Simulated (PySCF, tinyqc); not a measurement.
Inside a calculation. Method: RHF in the sto-6g basis, for BH, spin multiplicity 1. This run ends on a higher stationary point, not on the lowest solution. The lowest restricted solution is unstable here: a spin-polarised one lies 0.0308 hartree lower (PySCF). One step of it, computed by the program tinyqc.

Question. Iteration 19 (converged): orbitals. Diagonalise F' = X^T F X, C = X C', fill 3 alpha and 3 beta electrons from the bottom; D = 2 C_occ C_occ^T. Each column has its largest component positive (the first on a tie).

converged F (hartree):
```
,1B 1s,1B 2s,1B 2px,1B 2py,1B 2pz,2H 1s
1B 1s,-7.318138,-2.068529,0.000000,0.000000,0.012433,-0.081672
1B 2s,-2.068529,-0.742062,0.000000,0.000000,-0.049269,-0.238868
1B 2px,0.000000,0.000000,0.335572,-0.080274,0.000000,0.000000
1B 2py,0.000000,0.000000,-0.080274,-0.062151,0.000000,0.000000
1B 2pz,0.012433,-0.049269,0.000000,0.000000,0.312527,-0.143691
2H 1s,-0.081672,-0.238868,0.000000,0.000000,-0.143691,-0.133668
```

X:
```
,1B 1s,1B 2s,1B 2px,1B 2py,1B 2pz,2H 1s
1B 1s,1.028057,-0.140391,0.000000,0.000000,-0.002150,0.012092
1B 2s,-0.140391,1.038927,0.000000,0.000000,0.013453,-0.087415
1B 2px,0.000000,0.000000,1.000000,0.000000,0.000000,0.000000
1B 2py,0.000000,0.000000,0.000000,1.000000,0.000000,0.000000
1B 2pz,-0.002150,0.013453,0.000000,0.000000,1.016186,-0.105800
2H 1s,0.012092,-0.087415,0.000000,0.000000,-0.105800,1.026832
```

Give: F' = X^T F X; orbital energies; coefficients C; D after iteration 19.

Answer.

F' = X^T F X (hartree):
```
,1,2,3,4,5,6
1,-7.153,-1.084,0.000,0.000,0.011,0.035
2,-1.084,-0.302,0.000,0.000,-0.017,-0.202
3,0.000,0.000,0.336,-0.080,0.000,0.000
4,0.000,0.000,-0.080,-0.062,0.000,0.000
5,0.011,-0.017,0.000,0.000,0.351,-0.171
6,0.035,-0.202,0.000,0.000,-0.171,-0.069
```

orbital energies (hartree): MO1 -7.321, MO2 -0.334, MO3 -0.078, MO4 0.064, MO5 0.351, MO6 0.418

coefficients C:
```
,MO1,MO2,MO3,MO4,MO5,MO6
1B 1s,0.995,-0.203,0.000,-0.212,0.000,-0.037
1B 2s,0.020,0.692,0.000,0.776,0.000,0.157
1B 2px,0.000,0.000,0.191,0.000,0.982,0.000
1B 2py,0.000,0.000,0.982,0.000,-0.191,0.000
1B 2pz,-0.001,0.128,0.000,-0.265,0.000,0.979
2H 1s,-0.002,0.610,0.000,-0.682,0.000,-0.487
```

D after iteration 19:
```
,1B 1s,1B 2s,1B 2px,1B 2py,1B 2pz,2H 1s
1B 1s,2.061,-0.242,0.000,0.000,-0.054,-0.251
1B 2s,-0.242,0.960,0.000,0.000,0.178,0.844
1B 2px,0.000,0.000,0.073,0.374,0.000,0.000
1B 2py,0.000,0.000,0.374,1.927,0.000,0.000
1B 2pz,-0.054,0.178,0.000,0.000,0.033,0.157
2H 1s,-0.251,0.844,0.000,0.000,0.157,0.743
```
